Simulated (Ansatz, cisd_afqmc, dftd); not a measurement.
Barrier from CH3F (SMILES CF) + Cl- (singlet) to the saddle point below; all geometries are those of the NHTBH38 set.
```xyz
6

F      0.0000     0.0000    -2.5379
C      0.0000     0.0000    -0.4884
H      0.0000     1.0621    -0.6150
H     -0.9198    -0.5310    -0.6150
H      0.9198    -0.5310    -0.6150
Cl     0.0000     0.0000     1.6245
```
Charge -1, spin multiplicity 1.

Property: barrier height (electronic, no zero-point energy), in kcal/mol. Radicals and triplets start from unrestricted determinants; spin-orbit coupling is neglected. Correlated methods leave the cores frozen. Rows without X2C or -DK are non-relativistic. The Monte Carlo rows (phaseless AFQMC, CISD trial, step 0.005/hartree) carry one-sigma bars that omit the constraint's bias. Outlying blocks are dropped, and bars are widened where a walk drifts. Over all cases where full CI ran beside it in this data, AFQMC minus full CI had a median of +0.1 mEh and passed +0.4 mEh in a tenth of the cases. CBS(X,Y): correlation extrapolated as X^-3, Hartree-Fock from the larger set. A bracket is a step between two methods taken in the basis named. The functionals are non-relativistic, so their misses hold any scalar relativity. '+ core + X2C': CCSD(T) terms for core correlation (cc-pwCVTZ, 1s frozen past Ne) and scalar relativity (cc-pVTZ-DK). def2-TZVPD holds few diffuse functions, which lowers the functionals' binding of the extra electron.

Published benchmark value: 20.1 kcal/mol (Zhao et al., NHTBH38), a best estimate, not a measurement.

```
level                                                                                                           program  barrier height (kcal/mol)  difference against that value
--------------------------------------------------------------------------------------------------  -------------------  -------------------------  -----------------------------
HF/aug-cc-pV(T+d)Z                                                                                               Ansatz                       34.1                           14.0
B3LYP-D4/def2-TZVPD                                                                                      Ansatz + dftd4                       16.3                           -3.8
CCSD(T)/aug-cc-pV(T+d)Z                                                                                          Ansatz                       18.9                           -1.2
CCSD(T)/CBS(aug-cc-pV(T+d)Z,aug-cc-pV(Q+d)Z) + core + X2C                                                        Ansatz                       20.2                            0.1
AFQMC/CISD/aug-cc-pV(T+d)Z                                                                                   cisd_afqmc                 18.3 ± 0.4                           -1.8
CCSD(T)/CBS(aug-cc-pV(T+d)Z,aug-cc-pV(Q+d)Z) + [AFQMC/CISD - CCSD(T)]/aug-cc-pV(T+d)Z + core + X2C  Ansatz + cisd_afqmc                 19.6 ± 0.4                           -0.5
```

Ansatz is an electronic-structure program.
